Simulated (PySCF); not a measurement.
# How well do the runs reproduce experiment for sulfuryl chloride?

**What was measured.**

From NIST CCCBDB Release 22 (SRD 101), experimental dipoles, for the gas: dipole moment (dielectric constant against temperature) 1.81 D.

The results are set against them at the end.

Sulfuryl chloride, Cl2O2S.
SMILES with atom numbers: `[O:1]=[S:2](=[O:3])([Cl:4])[Cl:5]`

Structure used (PBE0-D3(BJ)/def2-SVP), in Å, numbered top down from 1:
```
atom  x, y, z in Å
O1     1.1619   -0.1148   -1.1211
S2     0.2848   -0.0812    0.0155
O3     0.6710   -0.5201    1.3267
Cl4   -0.4551    1.8259    0.1862
Cl5   -1.4446   -1.0669   -0.4917
```

The PySCF runs (gas phase, on this PBE0-D3(BJ)/def2-SVP geometry; no spin–orbit coupling):

```
                             level                                                           job  basis functions  wall time
PBE0-D3(BJ)/def2-SVP, grid level 1  geometry optimisation from a GFN2-xTB start shaken at random               82       11 s
```

Hardware: one thread of an Intel Xeon 6975P-C, shared host.

Results beside the measurements:

**Dipole moment.** Measured: 1.81 D (NIST CCCBDB Release 22 (SRD 101), experimental dipoles).

| level | computed (D) | computed − measured (D) | % (from the printed values) |
| --- | --- | --- | --- |
| PBE0-D3(BJ)/def2-SVP | 1.49 | -0.32 | -18 |

The computed dipoles belong to one fixed geometry; measured ones are averaged over vibrations unless marked μe. Magnitudes are compared, not signs.

The geometry is computed, not the measured one. Where a level misses, the cause wasn't examined.
